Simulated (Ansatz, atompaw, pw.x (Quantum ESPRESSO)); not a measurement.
**Ta: does the PAW (atompaw) potential hold in the solid?**

* Element: Ta
* Generator: atompaw 4.2.0.5
* Type: PAW
* Functional: PBE
* Relativity: scalar-relativistic
* Frozen core: [Kr] 4d10 4f14
* Valence charge: 13
* Reference configuration: 5s2 5p6 5d3.5 6s1.5 6p0
* Partial waves: 5s (bound): rc 1.85 bohr; 6s (bound): rc 3.00 bohr; 5p (bound): rc 1.60 bohr; 6p (bound, empty): rc 3.00 bohr; 5d (bound): rc 3.00 bohr; 5d channel at 2.5 Ry: rc 3.00 bohr
* Local potential: bessel scheme, radius 2.35 bohr
* Core correction: smooth core density matched at 2.90 bohr
* Augmentation charge: sinc compensation charge, radius 2.60 bohr; PAW radius 3.00 bohr; waves and projectors: custom polynom vanderbiltortho

Atomic tests: cutoffs needed: 25 Ry and 45 Ry (the cutoffs (Ry, on a coarse ladder) from which the occupation-weighted sum of valence levels, in a spherical-Bessel basis at the reference potential, stays within 10 and 1 mRy of its value at 400 Ry); ghost test: no extra level below or beside the all-electron valence levels (s, p, d, f tested) (spherical-Bessel basis up to 400 Ry, 20 bohr box); lowest eigenvalue of the overlap operator: 0.43 (s channel).

Crystal test: bcc Ta in pw.x 7.5, no spin, 14³ k-points, Fermi–Dirac smearing 0.01 Ry, cutoffs 55/550 Ry. The reference is all-electron LAPW (Ansatz 0.2.0) with the same functional, mesh and smearing; V0 and B0 come from Birch–Murnaghan fits to the pressures at five volumes. Errors are pseudo minus all-electron; Δ is the rms difference of the E(V) curves that follow from these fits, minima aligned, over ±6 % about the mean V0. Mesh and smearing are coarse, so the numbers serve the comparison and aren't converged zero-temperature values; the lattice is a test structure that the element need not adopt.

All-electron: a0 = 3.321 Å (V0 = 18.31 Å³/atom), B0 = 193.2 GPa.

Question: How far does the potential miss the all-electron equation of state?

Answer: mean pressure error (GPa): +10.03. The pressure does not cross zero within the volumes sampled, so no fit is given. The largest radius (3.00 bohr) exceeds half the bond length (2.71 bohr), so the spheres overlap, which is one possible source of error among others. This is a poor potential for the solid.

```csv
V (Å³/atom),P all-electron (GPa),P pseudo (GPa)
17.282,12.43,24.04
17.737,6.48,17.19
18.192,1.22,11.15
18.647,-3.44,5.81
19.102,-7.57,1.09
```

Question: At the middle volume, how do free energy and pressure move when the wave cutoff is lowered (ecutrho held at 550 Ry)?

Answer:

| cutoff (Ry) | shift of F (meV/atom) | shift of P (GPa) |
| --- | --- | --- |
| 25 | +201.1 | -3.52 |
| 33 | +83.3 | -1.17 |
| 44 | +24.1 | -1.05 |

Input at the middle volume:

```
&control
  calculation='scf', prefix='x', pseudo_dir='./', outdir='./tmp', tstress=.true., disk_io='none'
/
&system
  ibrav=0, nat=1, ntyp=1, ecutwfc=55, ecutrho=550, nbnd=14,
  occupations='smearing', smearing='fd', degauss=0.01
/
&electrons
  conv_thr=1e-09, mixing_beta=0.4, electron_maxstep=70
/
ATOMIC_SPECIES
Ta 1.0 Ta.UPF
CELL_PARAMETERS angstrom
  -1.65681297 1.65681297 1.65681297
  1.65681297 -1.65681297 1.65681297
  1.65681297 1.65681297 -1.65681297
ATOMIC_POSITIONS crystal
Ta 0.0000 0.0000 0.0000
K_POINTS automatic
14 14 14 0 0 0
```

```bash
pw.x < Ta.scf.in > Ta.scf.out
```

Lines of the output:

```
Message from routine setup:
     using ibrav=0 with symmetry is DISCOURAGED, use correct ibrav instead
     lattice parameter (alat)  =       5.4229  a.u.
     unit-cell volume          =     122.7657 (a.u.)^3
     number of electrons       =        13.00
     number of Kohn-Sham states=           14
     kinetic-energy cutoff     =      55.0000  Ry
     charge density cutoff     =     550.0000  Ry
     scf convergence threshold =      1.0E-09
     Exchange-correlation= SLA PW PBX PBC
     number of k points=   104  Fermi-Dirac smearing, width (Ry)=  0.0100
     iteration #  1     ecut=    55.00 Ry     beta= 0.40
     total energy              =    -727.11351206 Ry
     estimated scf accuracy    <       0.05233217 Ry
     iteration #  2     ecut=    55.00 Ry     beta= 0.40
     total energy              =    -727.11163514 Ry
     estimated scf accuracy    <       0.00908566 Ry
     iteration #  3     ecut=    55.00 Ry     beta= 0.40
     total energy              =    -727.11286931 Ry
     estimated scf accuracy    <       0.00007813 Ry
     iteration #  4     ecut=    55.00 Ry     beta= 0.40
     total energy              =    -727.11297183 Ry
     estimated scf accuracy    <       0.00000378 Ry
     iteration #  5     ecut=    55.00 Ry     beta= 0.40
     total energy              =    -727.11297287 Ry
     estimated scf accuracy    <       0.00000055 Ry
     iteration #  6     ecut=    55.00 Ry     beta= 0.40
     total energy              =    -727.11297313 Ry
     estimated scf accuracy    <       0.00000008 Ry
     iteration #  7     ecut=    55.00 Ry     beta= 0.40
     total energy              =    -727.11297314 Ry
     estimated scf accuracy    <       0.00000001 Ry
     iteration #  8     ecut=    55.00 Ry     beta= 0.40
     the Fermi energy is    17.4694 ev
!    total energy              =    -727.11297314 Ry
     estimated scf accuracy    <          6.2E-10 Ry
     smearing contrib. (-TS)   =      -0.00570458 Ry
     The total energy is F=E-TS. E is the sum of the following terms:
     one-electron contribution =     -11.83961735 Ry
     hartree contribution      =      18.70263004 Ry
     xc contribution           =     -14.25240824 Ry
     ewald contribution        =     -98.21872040 Ry
     one-center paw contrib.   =    -621.49915260 Ry
     convergence has been achieved in   8 iterations
          total   stress  (Ry/bohr**3)                   (kbar)     P=      111.54
     Message from routine punch:
     Nothing written, as per user request (disk_io='none')
```

The run at the middle volume (104 k-points, 8 iterations) took about 12 s on one core of a shared host (Intel(R) Xeon(R) 6975P-C, 192 threads, 378 GiB, load 42).
